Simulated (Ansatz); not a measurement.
A calculation with Ansatz (development build ahead of 0.2.0).

```yaml
crystal:
  periodic: [false, false, false]
  atoms:
    - { symbol: "N", position_ang: [-0.00889, -0.0492, -0.5339] }
    - { symbol: H, position_ang: [-0.00122, 0.03511, 0.4988] }
basis:
  gaussian: { orbitals: def2-SVP }
total_charge: -1
magnetization:
  initial_magnetization: 1
hamiltonian:
  xc: hf
correlation:
  method: mp2
  frozen_orbitals: { H: 0, "N": 1 }
```

The input is written out in the form of the current development build from the run's settings. Correlation on restricted open-shell orbitals is semicanonical, with singles.

Results

```json
{
  "Converged": "yes",
  "Reference energy": "-54.81230 hartree",
  "Correlation energy": "-0.14163 hartree",
  "Total energy": "-54.95393 hartree",
  "Spin squared of the determinant": "0.750",
  "Stability test": "minimum among restricted orbitals",
  "Occupied orbitals by symmetry in an Abelian subgroup (alpha; beta)": "3 A1 1 B1 1 B2; 3 A1 1 B1"
}
```

Messages of the program:
```
mean field -1491.51873694 eV, -54.8123025948 hartree, gradient 2.7e-6 eV, S^2 0.750000; 2 other ends of a descent, 0 dependent functions left out
```

Caution: no diffuse functions for an anion.
